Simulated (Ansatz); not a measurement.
**BH3 (borane) at PBE0/6-31G(d) (spherical functions)**

What is the energy change on altering one bond length of BH3 (borane) at PBE0/6-31G* (spherical functions)? 

The calculation is run with Ansatz 0.2.0.

54 further runs of the same task are left out: 54 set aside as unsound or not needed.

## 1. The molecule

The species is BH3 (4 atoms), meant as a singlet with charge 0. As SMILES, `B`. The coordinates come from a PBE0-D4/def2-TZVP relaxation.

Bond lengths: B1–H2 1.193 Å, B1–H3 1.193 Å, B1–H4 1.193 Å. Angles: H2–B1–H3 120.0°, H2–B1–H4 120.0°, H3–B1–H4 120.0°.

## 2. A single-point energy at PBE0/6-31G(d) (spherical functions)

run.yaml reads:

```yaml
crystal:
  periodic: [false, false, false]
  atoms:
    - {symbol: B, position_ang: [0.013900, -0.015100, -0.005100]}
    - {symbol: H, position_ang: [0.982200, 0.381700, 0.568800]}
    - {symbol: H, position_ang: [-0.276200, -1.171800, 0.043000]}
    - {symbol: H, position_ang: [-0.664400, 0.744900, -0.626900]}
basis:
  gaussian: {orbitals: 6-31G_st_-spherical.json}
hamiltonian: {xc: pbe0}
accuracy: high
```

The basis set 6-31G* is read from a file made from the Basis Set Exchange's data (not shown).

Launch:

```console
$ ansatz run run.yaml --threads 1 --pin off --max-ram 2610MiB --events-out events.jsonl --progress --plain --runs-dir runs
```

The log of the run:

```text
Warning: RAYON_NUM_THREADS=1 ignored (pool sized by the plan → 1); use --threads N
Functional definition: PBE0
  name "PBE0"
  parameter a = 0.25
  parameter kappa = 0.804
  parameter beta = 0.06672455060314922
  exchange = (1 - a)*pbe_x(kappa = kappa, mu = beta*pi^2/3) + a*exact_x
  correlation = pbe_c(beta = beta)
417 factors; integrals over basis functions are off by at most 2.5e-9 eV
mean field evaluation 1: about -722.3640 eV, gradient 8.2e0 eV
mean field evaluation 2: about -722.5630 eV, gradient 4.3e0 eV
mean field evaluation 4: about -722.6264 eV, gradient 3.8e-1 eV
mean field evaluation 8: about -722.6209 eV, gradient 7.3e-4 eV
mean field -722.62092178 eV, -26.5558290653 hartree, gradient 2.8e-8 eV, S^2 0.000000; 0 other end points of the search recorded, 0 dependent functions left out
reference -722.62092323 eV, -26.5558291188 hartree; 4, 4 occupied and 16, 16 virtual orbitals, 417 factors
Total energy: -722.62092323 eV, -26.5558291188 hartree
```

It took 0.56 s on 1 thread of Arm Neoverse V1, shared host.

## 3. The distorted shape, same level

input.yaml reads:

```yaml
crystal:
  periodic: [false, false, false]
  atoms:
    - symbol: B
      position_ang: [-0.228206, -0.114313, -0.148594]
    - symbol: H
      position_ang: [0.982200, 0.381700, 0.568800]
    - symbol: H
      position_ang: [-0.518306, -1.271013, -0.100494]
    - symbol: H
      position_ang: [-0.906506, 0.645687, -0.770394]
basis:
  gaussian: {orbitals: 6-31G_st_-spherical.json}
accuracy: high
hamiltonian: {xc: {name: PBE0}}
total_charge: 0
```

The basis set 6-31G* is read from a file made from the Basis Set Exchange's data (not shown).

Launch:

```console
$ ansatz run input.yaml --threads 1 --pin off --max-ram 2610MiB --events-out events.jsonl --progress --plain --runs-dir runs
```

The log of the run, cut to the lines that bear on the results:

```text
Warning: RAYON_NUM_THREADS=1 ignored (pool sized by the plan → 1); use --threads N
[... 7 set-up lines as earlier in the session ...]
415 factors; integrals over basis functions are off by at most 2.4e-9 eV
mean field evaluation 1: about -721.7820 eV, gradient 6.4e0 eV
mean field evaluation 2: about -721.9035 eV, gradient 3.3e0 eV
mean field evaluation 4: about -721.9447 eV, gradient 2.4e-2 eV
mean field evaluation 8: about -721.9390 eV, gradient 3.9e-4 eV
mean field -721.93896574 eV, -26.5307676433 hartree, gradient 2.4e-8 eV, S^2 0.000000; 0 other end points of the search recorded, 0 dependent functions left out
reference -721.93896725 eV, -26.5307676985 hartree; 4, 4 occupied and 16, 16 virtual orbitals, 415 factors
Total energy: -721.93896725 eV, -26.5307676985 hartree
```

It took 0.54 s on 1 thread of Arm Neoverse V1, shared host.

## 4. Outcome

Level: PBE0/6-31G* (spherical functions).

| quantity | value |
| --- | --- |
| first shape: total energy | -26.55583 Eh |
| distorted shape: total energy | -26.53077 Eh |
| energy change with the B1–H2 bond stretched from 1.193 to 1.492 Å | 0.682 eV |

With the B1–H2 bond stretched from 1.193 to 1.492 Å the energy rises by 0.68 eV (15.7 kcal/mol). The first shape isn't relaxed at this level, so the change isn't measured from a minimum.
